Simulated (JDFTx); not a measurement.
An input for JDFTx (a modified build) (HCl (built from hydrogen chloride), charge -1, multiplicity 2, CANDLE, water, 2 M NaF; bohr, hartree) and the course of its log:

```
lattice \
  19.8421243086 0.0000000000 0.0000000000 \
  0.0000000000 17.0075351216 0.0000000000 \
  0.0000000000 0.0000000000 17.0075351216
coords-type Cartesian
ion Cl 1.2059026153 0.0000000000 0.0000000000 0
ion H -1.2059026153 0.0000000000 0.0000000000 0
ion-species pseudo/cl_pbe_v1.4.upf
ion-species pseudo/h_pbe_v1.4.upf
elec-cutoff 20 100
elec-ex-corr gga-PBE
symmetries none
elec-n-bands 5
spintype z-spin
elec-initial-magnetization 1 yes
elec-initial-charge +1
electronic-scf nIterations 100 energyDiffThreshold 1e-8
fluid LinearPCM
pcm-variant CANDLE
fluid-solvent H2O
fluid-cation Na+ 2
fluid-anion F- 2
fluid-minimize nIterations 400 knormThreshold 1e-11
dump-name s0.$VAR
dump End State Ecomponents EigStats BandEigs Forces ElecDensity IonicPositions FluidDebug
```

```
[one cycle in 5 is shown, and the last three; fluid-solver lines are left out]
SCF: Cycle:  0   Etot: -15.679339645675102   dEtot: -9.442e-03   |Residual|: 1.221e-02   |deigs|: 2.016e-03
SCF: Cycle:  5   Etot: -15.670069518797765   dEtot: +1.865e-03   |Residual|: 8.554e-03   |deigs|: 2.628e-03
SCF: Cycle: 10   Etot: -15.670230272713042   dEtot: +6.983e-04   |Residual|: 8.046e-03   |deigs|: 3.915e-04
SCF: Cycle: 15   Etot: -15.668535496053009   dEtot: +6.495e-04   |Residual|: 4.350e-03   |deigs|: 6.981e-04
SCF: Cycle: 20   Etot: -15.667372871631050   dEtot: +8.779e-05   |Residual|: 1.704e-03   |deigs|: 1.101e-04
SCF: Cycle: 25   Etot: -15.667537659611671   dEtot: -2.596e-05   |Residual|: 8.915e-04   |deigs|: 2.574e-04
SCF: Cycle: 30   Etot: -15.667493984590198   dEtot: +9.718e-06   |Residual|: 6.408e-04   |deigs|: 1.362e-04
SCF: Cycle: 35   Etot: -15.667520234114850   dEtot: -5.729e-06   |Residual|: 6.118e-04   |deigs|: 6.979e-05
SCF: Cycle: 40   Etot: -15.667518412858362   dEtot: -8.085e-07   |Residual|: 6.018e-04   |deigs|: 2.281e-05
SCF: Cycle: 45   Etot: -15.667539714286994   dEtot: -1.126e-05   |Residual|: 4.174e-04   |deigs|: 1.817e-04
SCF: Cycle: 50   Etot: -15.667532445756727   dEtot: +2.251e-05   |Residual|: 9.134e-04   |deigs|: 4.669e-04
SCF: Cycle: 55   Etot: -15.667520540531031   dEtot: +9.838e-07   |Residual|: 7.511e-04   |deigs|: 1.210e-04
SCF: Cycle: 60   Etot: -15.667501373447729   dEtot: +2.713e-05   |Residual|: 1.046e-03   |deigs|: 6.286e-04
SCF: Cycle: 65   Etot: -15.667503568015787   dEtot: +1.031e-05   |Residual|: 8.270e-04   |deigs|: 2.338e-04
SCF: Cycle: 70   Etot: -15.667539186083713   dEtot: -1.759e-06   |Residual|: 6.782e-04   |deigs|: 5.675e-05
SCF: Cycle: 75   Etot: -15.667565512321403   dEtot: -7.352e-06   |Residual|: 1.083e-03   |deigs|: 2.387e-04
SCF: Cycle: 80   Etot: -15.667566456984842   dEtot: +3.036e-05   |Residual|: 1.484e-03   |deigs|: 6.315e-04
SCF: Cycle: 85   Etot: -15.667540215923038   dEtot: +5.951e-06   |Residual|: 1.025e-03   |deigs|: 6.721e-05
SCF: Cycle: 90   Etot: -15.667675962656777   dEtot: -8.475e-05   |Residual|: 1.271e-03   |deigs|: 8.502e-04
SCF: Cycle: 95   Etot: -15.667497874302528   dEtot: +1.093e-05   |Residual|: 7.122e-04   |deigs|: 2.393e-04
SCF: Cycle: 97   Etot: -15.667457731871245   dEtot: +1.299e-05   |Residual|: 8.330e-04   |deigs|: 2.435e-04
SCF: Cycle: 98   Etot: -15.667471533614288   dEtot: -1.380e-05   |Residual|: 7.310e-04   |deigs|: 2.390e-04
SCF: Cycle: 99   Etot: -15.667494793988718   dEtot: -2.326e-05   |Residual|: 4.933e-04   |deigs|: 6.045e-04
SCF: None of the convergence criteria satisfied after 100 iterations.
IonicMinimize: Iter:   0  Etot: -15.667494793988718  |grad|_K:  0.000e+00
IonicMinimize: Converged (|grad|_K<1.000000e-04).
```

This run gave no converged result. The electronic loop ended without meeting its threshold, so the last energy, chemical potential and forces aren't results.
